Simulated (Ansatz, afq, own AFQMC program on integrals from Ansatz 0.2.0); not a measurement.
## CH$_{3}$, doublet: AFQMC among the cluster methods

```yaml
atoms:
  - { symbol: C, position_ang: [0.5854, -1.0403, 1.1730] }
  - { symbol: H, position_ang: [-0.5018, -1.0722, 1.1008] }
  - { symbol: H, position_ang: [1.1809, -1.8730, 0.7985] }
  - { symbol: H, position_ang: [1.0769, -0.1762, 1.6203] }
```

Basis def2-TZVP. Only valence electrons are correlated. Integrals, coupled cluster, full CI and functionals: Ansatz 0.2.0; the random walks run on the same integrals in our own AFQMC program. The CISD trial takes its coefficients from CCSD amplitudes. Released means that phaseless walkers are propagated on without the constraint, phases kept. ± is one standard error of the sampling.

Determinant: UHF, the one that the program's search chose, which needn't be the lowest solution. The geometry is a PBE0/def2-SVP stationary point of this or a neighbouring charge and spin state.

No full CI on the walks' own integrals is used here; CCSDT(Q) serves as the reference and is uncertain by about the last step of the cluster series.

```
T1 diagnostic                               : 0.0088
weight of the determinant in the CISD state : 0.936
⟨S²⟩ of the determinant                     : 0.762
size of the correlated space                : 7 electrons in 48 orbitals
```

| level | correlation energy (eV) |
| --- | --- |
| MP2 | -4.0856 |
| CCSD | -4.6815 |
| CCSD(T) | -4.8003 |

**Question.** Estimate where AFQMC with the constraint released lies against CCSD(T) on the same integrals.

**Answer.** 1.6 ± 0.1 kJ/mol below CCSD(T).

Reference: CCSDT(Q), correlation energy -4.817 eV. The released energy is read at 1.50 1/Eh (meV from the phaseless value at times in 1/Eh: -3.0 ± 1.5 at 0.24, -1.9 ± 1.4 at 0.50, 0.2 ± 1.1 at 1.00, 0.0 ± 1.5 at 1.50).

```csv
level,E − E(reference) (kJ/mol),share of correlation (%)
CCSD(T),1.6,99.66
CCSDT,0.3,99.94
ph-AFQMC/HF,0.6 ± 1.4,99.86
ph-AFQMC/CISD,0.0 ± 0.2,100.00
released AFQMC,0.0 ± 0.1,100.00
```

Released energies are given only where the last usable release times agree within the noise; a slower fall can still hide under it.
